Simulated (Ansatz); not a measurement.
# C₆H₁₂: one species, many methods

One table from this session's results is given with a row withheld; the runs are named, their logs left out.

Program: Ansatz 0.2.0, Gaussian basis. Level of theory: functionals in def2-TZVPP, the program's frozen cores in correlated methods. These are calculated values, not measurements.

Plan: LDA (SPW92), PBE-D4, revPBE-D4, BLYP-D4, r2SCAN-D4, B97M-V, PBE0-D4, B3LYP-D4, r2SCANh-D4, r2SCAN0-D4, HSE06-D4, BHLYP-D4, CAM-B3LYP-D4, LC-ωPBE, ωB97X-V, ωB97M-V, B2PLYP, PBE-QIDH; CCSD(T)/def2-SVP; CCSD(T)/def2-TZVPP; MP2/def2-QZVPP; extrapolation to the limit; RPA on PBE.

## The geometry

All runs share one geometry, relaxed beforehand with PBE0-D4 in a triple-zeta def2 set.

SMILES `C/C=C(\C)CC`, 18 atoms, charge 0, spin multiplicity 1.

Atoms are counted from 1 here; the program's logs count them from 0.

Bond lengths: C1–C2 1.491 Å, C1–H7 1.095 Å, C1–H8 1.090 Å, C1–H9 1.095 Å, C2–C3 1.334 Å, C2–H10 1.089 Å, C3–C4 1.497 Å, C3–C5 1.503 Å, C4–H11 1.095 Å, C4–H12 1.095 Å, C4–H13 1.089 Å, C5–C6 1.525 Å, C5–H14 1.098 Å, C5–H15 1.094 Å, C6–H16 1.092 Å, C6–H17 1.093 Å, C6–H18 1.092 Å. Angles: C2–C1–H7 110.9°, C2–C1–H8 113.2°, C2–C1–H9 110.7°, H7–C1–H8 107.8°, H7–C1–H9 106.4°, H8–C1–H9 107.6°, C1–C2–C3 128.4°, C1–C2–H10 114.9°, C3–C2–H10 116.8°, C2–C3–C4 124.4°, C2–C3–C5 120.2°, C4–C3–C5 115.4°, C3–C4–H11 110.3°, C3–C4–H12 111.2°, C3–C4–H13 113.0°, H11–C4–H12 106.5°, H11–C4–H13 107.9°, H12–C4–H13 107.6° and more.

As a file:

```
atom    x (Å)    y (Å)    z (Å)
  C1   2.3371   0.4088   1.0366
  C2   1.0827   0.7957   0.3303
  C3   0.1679   0.0010  -0.2271
  C4   0.2483  -1.4937  -0.2512
  C5  -1.0456   0.5926  -0.8887
  C6  -2.3607   0.2205  -0.2112
  H7   3.2110   0.8587   0.5539
  H8   2.4938  -0.6691   1.0725
  H9   2.3297   0.7765   2.0681
 H10   0.9025   1.8682   0.2710
 H11   0.1042  -1.8662  -1.2710
 H12  -0.5420  -1.9422   0.3589
 H13   1.2012  -1.8743   0.1132
 H14  -1.0809   0.2594  -1.9343
 H15  -0.9446   1.6812  -0.9114
 H16  -3.2047   0.7015  -0.7110
 H17  -2.3613   0.5382   0.8346
 H18  -2.5385  -0.8569  -0.2334
```

The first run:

in.yaml

```yaml
crystal:
  periodic: [false, false, false]
  atoms:
    - {symbol: C, position_ang: [2.337071, 0.408775, 1.036561]}
    - {symbol: C, position_ang: [1.082714, 0.795745, 0.330296]}
    - {symbol: C, position_ang: [0.167872, 0.001048, -0.227133]}
    - {symbol: C, position_ang: [0.248329, -1.493677, -0.251161]}
    - {symbol: C, position_ang: [-1.045627, 0.592583, -0.888679]}
    - {symbol: C, position_ang: [-2.360701, 0.220533, -0.211164]}
    - {symbol: H, position_ang: [3.210960, 0.858684, 0.553881]}
    - {symbol: H, position_ang: [2.493837, -0.669113, 1.072536]}
    - {symbol: H, position_ang: [2.329681, 0.776492, 2.068111]}
    - {symbol: H, position_ang: [0.902520, 1.868217, 0.271037]}
    - {symbol: H, position_ang: [0.104243, -1.866165, -1.270997]}
    - {symbol: H, position_ang: [-0.542018, -1.942194, 0.358894]}
    - {symbol: H, position_ang: [1.201161, -1.874281, 0.113239]}
    - {symbol: H, position_ang: [-1.080899, 0.259359, -1.934272]}
    - {symbol: H, position_ang: [-0.944640, 1.681216, -0.911352]}
    - {symbol: H, position_ang: [-3.204672, 0.701519, -0.711014]}
    - {symbol: H, position_ang: [-2.361339, 0.538175, 0.834612]}
    - {symbol: H, position_ang: [-2.538493, -0.856923, -0.233397]}
basis:
  gaussian: {orbitals: def2-TZVPP}
hamiltonian: {xc: lda}
output: {orbitals: {seedname: orbitals}}
```

Launch:

```console
ansatz run in.yaml --threads 2 --pin off --events-out ev --progress --plain --max-ram 22528MiB --backend cuda --devices 0, --max-vram 18GiB
```

Among the steps run: LDA; PBE-D4 (GGA); revPBE-D4 (GGA); BLYP-D4 (GGA); r2SCAN-D4 (meta-GGA); B97M-V (meta-GGA); PBE0-D4 (hybrid); B3LYP-D4 (hybrid); r2SCANh-D4 (hybrid); r2SCAN0-D4 (hybrid); HSE06-D4 (hybrid); BHLYP-D4 (hybrid); CAM-B3LYP-D4 (range-separated); LC-ωPBE (range-separated); ωB97X-V (range-separated); ωB97M-V (range-separated); B2PLYP (double hybrid); PBE-QIDH (double hybrid).

One table of the session follows, with a row left open; its other results are not shown here.

It belongs to the step «Frontier levels by functional». 

```
  functional  HOMO (eV)  LUMO (eV)  gap (eV)
 LDA (SPW92)      -5.65      -0.42      5.24
      PBE-D4      -5.52      -0.22      5.29
   revPBE-D4          ?          ?         ?
     BLYP-D4      -5.38      -0.10      5.27
   r2SCAN-D4      -5.68       0.05      5.73
      B97M-V      -5.73       0.06      5.79
     PBE0-D4      -6.61       0.79      7.39
    B3LYP-D4      -6.41       0.54      6.94
  r2SCANh-D4      -6.09       0.41      6.51
  r2SCAN0-D4      -6.72       0.95      7.67
    HSE06-D4      -6.21       0.41      6.61
    BHLYP-D4      -7.56       1.74      9.31
CAM-B3LYP-D4      -7.91       1.84      9.75
     LC-ωPBE      -9.26       3.05     12.31
     ωB97X-V      -8.90       2.91     11.81
     ωB97M-V      -8.81       2.60     11.41
```

Estimate the missing values for revPBE-D4.

**Answer.** HOMO (eV): -5.46; LUMO (eV): -0.15; gap (eV): 5.31. In the column «HOMO (eV)» it lies between PBE-D4 (-5.52) and BLYP-D4 (-5.38).
